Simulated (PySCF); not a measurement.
Species: C₃H₄N₂S.
Geometry (PBE0-D3(BJ)/def2-SVP, Å), atoms numbered from 1 in this order:
```xyz
10
C3H4N2S angstrom
N     -1.6472   -0.1007   -0.1931
C     -0.2852    0.0832   -0.0368
C      0.6216   -0.9699    0.3171
N      1.8942   -0.6658    0.3765
S      2.1007    0.9279   -0.0006
C      0.4323    1.2419   -0.2461
H     -2.0434   -0.8453    0.3672
H     -2.2070    0.7410   -0.1464
H      0.3104   -1.9975    0.5340
H      0.0547    2.2237   -0.5303
```

Method used: core-valence-separated Tamm–Dancoff BHandHLYP/aug-pcX-1 (pcseg-1 on H, def2-SVPD on S) in PySCF, non-relativistic, gas phase, PBE0-D3(BJ)/def2-SVP geometry. No empirical shift is added; at this level the pattern usually sits a few eV under experiment.

Problem. List the nitrogen K-edge absorption lines.

Solution. 
| E (eV) | f | core hole on | main final orbital |
| --- | --- | --- | --- |
| 396.88 | 0.0568 | N4 | LUMO (85 %) |
| 399.46 | 0.0418 | N4 | LUMO+4 (40 %) |
| 399.74 | 0.0099 | N1 | LUMO+1 (77 %) |
| 400.35 | 0.0153 | N1 | LUMO (72 %) |
| 400.74 | 0.0270 | N1 | spread |
| 401.72 | 0.0005 | N4 | LUMO+1 (73 %) |
| 401.96 | 0.0063 | N4 | LUMO+4 (34 %) |
| 402.02 | 0.0014 | N1 | LUMO+5 (66 %) |
| 402.28 | 0.0016 | N1 | spread |
| 402.39 | 0.0006 | N4 | LUMO+5 (59 %) |

The first line with a tenth or more of the strongest one's intensity is at 396.88 eV (f = 0.057), with the hole on N4 (pyridine-type nitrogen). It is also the strongest listed.

Problem. List the carbon K-edge absorption lines.

Solution. 
```json
{"E (eV)": "283.48", "f": "0.0432", "core hole on": "C6", "main final orbital": "LUMO (78 %)", "polarisation": "normal to the local trigonal plane"}
{"E (eV)": "283.52", "f": "0.0647", "core hole on": "C3", "main final orbital": "LUMO (71 %)", "polarisation": "normal to the local trigonal plane"}
{"E (eV)": "284.57", "f": "0.0622", "core hole on": "C2", "main final orbital": "LUMO (46 %)", "polarisation": "normal to the local trigonal plane"}
{"E (eV)": "286.06", "f": "0.0200", "core hole on": "C6", "main final orbital": "LUMO+1 (30 %)", "polarisation": "in the local trigonal plane"}
{"E (eV)": "286.42", "f": "0.0262", "core hole on": "C6", "main final orbital": "spread", "polarisation": "in the local trigonal plane"}
{"E (eV)": "286.57", "f": "0.0142", "core hole on": "C2", "main final orbital": "LUMO (50 %)", "polarisation": "normal to the local trigonal plane"}
{"E (eV)": "286.80", "f": "0.0149", "core hole on": "C3", "main final orbital": "LUMO+1 (42 %)", "polarisation": "in the local trigonal plane"}
{"E (eV)": "287.14", "f": "0.0033", "core hole on": "C6", "main final orbital": "LUMO+3 (31 %)", "polarisation": "in the local trigonal plane"}
{"E (eV)": "287.22", "f": "0.0047", "core hole on": "C2", "main final orbital": "LUMO+1 (82 %)", "polarisation": "mixed"}
{"E (eV)": "287.29", "f": "0.0098", "core hole on": "C3", "main final orbital": "LUMO+5 (30 %)", "polarisation": "normal to the local trigonal plane"}
{"E (eV)": "287.46", "f": "0.0035", "core hole on": "C6", "main final orbital": "LUMO+5 (48 %)", "polarisation": "mixed"}
{"E (eV)": "287.52", "f": "0.0083", "core hole on": "C3", "main final orbital": "LUMO+4 (76 %)", "polarisation": "in the local trigonal plane"}
{"E (eV)": "287.71", "f": "0.0079", "core hole on": "C6", "main final orbital": "spread", "polarisation": "in the local trigonal plane"}
{"E (eV)": "287.74", "f": "0.0060", "core hole on": "C3", "main final orbital": "LUMO+1 (44 %)", "polarisation": "mixed"}
{"E (eV)": "287.97", "f": "0.0092", "core hole on": "C2", "main final orbital": "LUMO+4 (61 %)", "polarisation": "in the local trigonal plane"}
```

The first line with a tenth or more of the strongest one's intensity is at 283.48 eV (f = 0.043), with the hole on C6 (aromatic CH next to a ring sulfur), polarised normal to the local trigonal plane: a 1s→π* resonance. The strongest listed is at 283.52 eV (f = 0.065; C3, 1s→π*).

Roots within 0.03 eV whose holes lie on the same, on equivalent or on shared atoms are summed into one line, and the highest roots are left out, as the search may have cut off their partners. Final orbitals are the ground state's empty Kohn–Sham orbitals. A dash: too weak, shared between unlike atoms, or no plane or axis to refer to.

Problem. What length of transition dipole belongs to the line at 396.88 eV?

Solution. From f = (2/3) ΔE |μ|² in atomic units, with ΔE = 14.585 Eh and f = 0.0568: |μ| = 0.076 au = 0.19 D.

Only the lowest roots of each edge were sought.

On Intel Xeon Platinum 8259CL at 2.50 GHz, one thread (shared host), this took 23 s of wall time and 0.85 GiB of memory at its peak.
